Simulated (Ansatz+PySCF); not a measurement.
# doublet C2H4Cl: levels of theory in one basis

```yaml
atoms:
  - { symbol: C, position_ang: [0.0108, 0.0000, -0.9079] }
  - { symbol: C, position_ang: [-0.2571, 0.0000, 0.5224] }
  - { symbol: Cl, position_ang: [1.3566, 0.0000, 1.4854] }
  - { symbol: H, position_ang: [0.2023, 0.9290, -1.4294] }
  - { symbol: H, position_ang: [0.2023, -0.9290, -1.4294] }
  - { symbol: H, position_ang: [-0.7574, 0.8960, 0.8794] }
  - { symbol: H, position_ang: [-0.7574, -0.8960, 0.8794] }
```

Basis set: cc-pVTZ on H, C; cc-pV(T+d)Z on Cl (spherical functions). Frozen core: 7 orbitals. Correlation on ROHF uses semicanonical orbitals with singles. Charge 0, multiplicity 2.

Computed with Ansatz (development build ahead of 0.2.0); each method stands on the lowest determinant of its kind that the runs found.

```
  method  E − E(ROHF) (eV)  <S²> of the determinant
    ROHF              0.00                     0.75
     UHF             -0.15                     0.77
ROHF-MP2            -13.98                        –
 UHF-MP2            -13.96                     0.77
```

(1) What does ROHF-CCSD(T) give on the same scale?

Results:

(1) -15.72 eV.
